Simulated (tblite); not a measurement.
Start geometry of `[CH2]/N=C\C=C` [radical] from a force field or distance geometry (Å):
```
atom  x, y, z in Å
C1     2.2015   -0.0859    0.2278
N2     1.3473    1.0876    0.0922
C3     0.0583    1.0024   -0.0124
C4    -0.5767   -0.3243   -0.0265
C5    -1.9094   -0.3564   -0.1332
H6     1.7937   -0.7935    0.9513
H7     2.4808   -0.5456   -0.7185
H8    -0.5483    1.9144   -0.1052
H9     0.0134   -1.2397    0.0752
H10   -2.3798    0.6238   -0.2205
H11   -2.4754   -1.2802   -0.1562
```

Problem. What comes out of this run: GFN2-xTB geometry optimisation, gas phase (tblite)?

Solution. 
```
atom  x, y, z in Å
C1     2.2355   -0.0846    0.1488
N2     1.3743    0.7738   -0.2348
C3     0.0638    0.7971   -0.1016
C4    -0.7781   -0.3374   -0.0852
C5    -2.1240   -0.2736   -0.0628
H6     2.0400   -0.8549    0.8923
H7     3.2364   -0.0080   -0.2448
H8    -0.3843    1.7818   -0.1306
H9    -0.2877   -1.3031   -0.1079
H10   -2.6386    0.6721   -0.0533
H11   -2.7319   -1.1605   -0.0460
```

The energy falls by 1.426 eV over 65 L-BFGS steps, the largest force on an atom goes from 3.58 to 0.008 eV/Å, and the atoms move by 0.413 Å rms after alignment. The bond that changes most is C1–N2 (ends: carbon bonded to N and 2 H; nitrogen bonded to 2 C), which shortens by 0.183 Å. Bonds longer at the end by more than 0.005 Å: 2 of 10; shorter: 7. Among the angles that change most is N2–C1–H6, from 111.4° to 124.1°. Among the dihedrals that turn most is H7–C1–N2–C3, from 85° to 167°. Rotational constants go from 15528, 3226, 2714 to 21929, 2814, 2523 MHz. The orientation of the end geometry is arbitrary; only internal coordinates are fixed.

Its GFN2-xTB frequencies are all real (lowest 150 cm⁻¹).

One conformer stands for the species.

All values are computed, not measured.
